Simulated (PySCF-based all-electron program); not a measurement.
Results of a calculation; reference values are marked as such.
Si2H6, singlet: all-electron forces

Method: all-electron DFT (in-house code on PySCF), basis-limit composite values; the spin-free Dirac equation, no spin–orbit coupling, spin-restricted. Forces are good to about 0.005 eV/Å. Atoms are numbered as listed.

Shape A:

```tsv
atom	x (Å)	y (Å)	z (Å)
Si	0.0000	0.0000	-1.0000
Si	0.0000	0.0000	1.0000
H	1.3937	0.0000	1.5155
H	-0.6969	1.2070	1.5155
H	-0.6969	-1.2070	1.5155
H	0.6969	1.2070	-1.5155
H	-1.3937	0.0000	-1.5155
H	0.6969	-1.2070	-1.5155
```

PBE forces:

```json
{"atom": "Si1", "Fx": "0.000", "Fy": "0.000", "Fz (eV/Å)": "-6.272"}
{"atom": "Si2", "Fx": "0.000", "Fy": "0.000", "Fz (eV/Å)": "6.272"}
{"atom": "H3", "Fx": "0.172", "Fy": "0.000", "Fz (eV/Å)": "0.165"}
{"atom": "H4", "Fx": "-0.086", "Fy": "0.149", "Fz (eV/Å)": "0.165"}
{"atom": "H5", "Fx": "-0.086", "Fy": "-0.149", "Fz (eV/Å)": "0.165"}
{"atom": "H6", "Fx": "0.086", "Fy": "0.149", "Fz (eV/Å)": "-0.165"}
{"atom": "H7", "Fx": "-0.172", "Fy": "0.000", "Fz (eV/Å)": "-0.165"}
{"atom": "H8", "Fx": "0.086", "Fy": "-0.149", "Fz (eV/Å)": "-0.165"}
```

Task: What forces does LDA give in shape A?

Result: The forces move by 0.255 eV/Å (r.m.s. over the atoms) from PBE.

| atom | Fx | Fy | Fz (eV/Å) |
| --- | --- | --- | --- |
| Si1 | 0.000 | 0.000 | -5.762 |
| Si2 | 0.000 | 0.000 | 5.762 |
| H3 | 0.162 | 0.000 | 0.148 |
| H4 | -0.081 | 0.140 | 0.148 |
| H5 | -0.081 | -0.140 | 0.148 |
| H6 | 0.081 | 0.140 | -0.148 |
| H7 | -0.162 | 0.000 | -0.148 |
| H8 | 0.081 | -0.140 | -0.148 |

Task: What forces does PBEsol give in shape A?

Result: The forces move by 0.128 eV/Å (r.m.s. over the atoms) from PBE.

```json
{"atom": "Si1", "Fx": "0.000", "Fy": "0.000", "Fz (eV/Å)": "-6.026"}
{"atom": "Si2", "Fx": "0.000", "Fy": "0.000", "Fz (eV/Å)": "6.026"}
{"atom": "H3", "Fx": "0.210", "Fy": "0.000", "Fz (eV/Å)": "0.171"}
{"atom": "H4", "Fx": "-0.105", "Fy": "0.182", "Fz (eV/Å)": "0.171"}
{"atom": "H5", "Fx": "-0.105", "Fy": "-0.182", "Fz (eV/Å)": "0.171"}
{"atom": "H6", "Fx": "0.105", "Fy": "0.182", "Fz (eV/Å)": "-0.171"}
{"atom": "H7", "Fx": "-0.210", "Fy": "0.000", "Fz (eV/Å)": "-0.171"}
{"atom": "H8", "Fx": "0.105", "Fy": "-0.182", "Fz (eV/Å)": "-0.171"}
```

Task: What forces does PBE0 give in shape A?

Result: The forces move by 0.196 eV/Å (r.m.s. over the atoms) from PBE.

| atom | Fx | Fy | Fz (eV/Å) |
| --- | --- | --- | --- |
| Si1 | 0.000 | 0.000 | -6.552 |
| Si2 | 0.000 | 0.000 | 6.552 |
| H3 | 0.027 | 0.000 | 0.100 |
| H4 | -0.014 | 0.023 | 0.100 |
| H5 | -0.014 | -0.023 | 0.100 |
| H6 | 0.014 | 0.023 | -0.100 |
| H7 | -0.027 | 0.000 | -0.100 |
| H8 | 0.014 | -0.023 | -0.100 |

Shape B:

```xyz
8

Si    0.0000    0.0000   -0.7500
Si    0.0000    0.0000    0.7500
H     1.3937    0.0000    1.2655
H    -0.6969    1.2070    1.2655
H    -0.6969   -1.2070    1.2655
H     0.6969    1.2070   -1.2655
H    -1.3937    0.0000   -1.2655
H     0.6969   -1.2070   -1.2655
```

Against shape A, Si1–Si2 goes from 2.000 to 1.500 Å.

PBE forces:

| atom | Fx | Fy | Fz (eV/Å) |
| --- | --- | --- | --- |
| Si1 | 0.000 | 0.000 | -47.128 |
| Si2 | 0.000 | 0.000 | 47.128 |
| H3 | 0.264 | 0.000 | 0.455 |
| H4 | -0.132 | 0.228 | 0.455 |
| H5 | -0.132 | -0.228 | 0.455 |
| H6 | 0.132 | 0.228 | -0.455 |
| H7 | -0.264 | 0.000 | -0.455 |
| H8 | 0.132 | -0.228 | -0.455 |

Task: What forces does LDA give in shape B?

Result: The forces move by 0.587 eV/Å (r.m.s. over the atoms) from PBE.

```csv
atom,Fx,Fy,Fz (eV/Å)
Si1,0.000,0.000,-45.954
Si2,0.000,0.000,45.954
H3,0.248,0.000,0.429
H4,-0.124,0.215,0.429
H5,-0.124,-0.215,0.429
H6,0.124,0.215,-0.429
H7,-0.248,0.000,-0.429
H8,0.124,-0.215,-0.429
```

Task: What forces does PBEsol give in shape B?

Result: The forces move by 0.267 eV/Å (r.m.s. over the atoms) from PBE.

```csv
atom,Fx,Fy,Fz (eV/Å)
Si1,0.000,0.000,-46.597
Si2,0.000,0.000,46.597
H3,0.295,0.000,0.455
H4,-0.147,0.255,0.455
H5,-0.147,-0.255,0.455
H6,0.147,0.255,-0.455
H7,-0.295,0.000,-0.455
H8,0.147,-0.255,-0.455
```

Task: What forces does PBE0 give in shape B?

Result: The forces move by 0.500 eV/Å (r.m.s. over the atoms) from PBE.

```json
{"atom": "Si1", "Fx": "0.000", "Fy": "0.000", "Fz (eV/Å)": "-48.080"}
{"atom": "Si2", "Fx": "0.000", "Fy": "0.000", "Fz (eV/Å)": "48.080"}
{"atom": "H3", "Fx": "0.108", "Fy": "0.000", "Fz (eV/Å)": "0.372"}
{"atom": "H4", "Fx": "-0.054", "Fy": "0.094", "Fz (eV/Å)": "0.372"}
{"atom": "H5", "Fx": "-0.054", "Fy": "-0.094", "Fz (eV/Å)": "0.372"}
{"atom": "H6", "Fx": "0.054", "Fy": "0.094", "Fz (eV/Å)": "-0.372"}
{"atom": "H7", "Fx": "-0.108", "Fy": "0.000", "Fz (eV/Å)": "-0.372"}
{"atom": "H8", "Fx": "0.054", "Fy": "-0.094", "Fz (eV/Å)": "-0.372"}
```
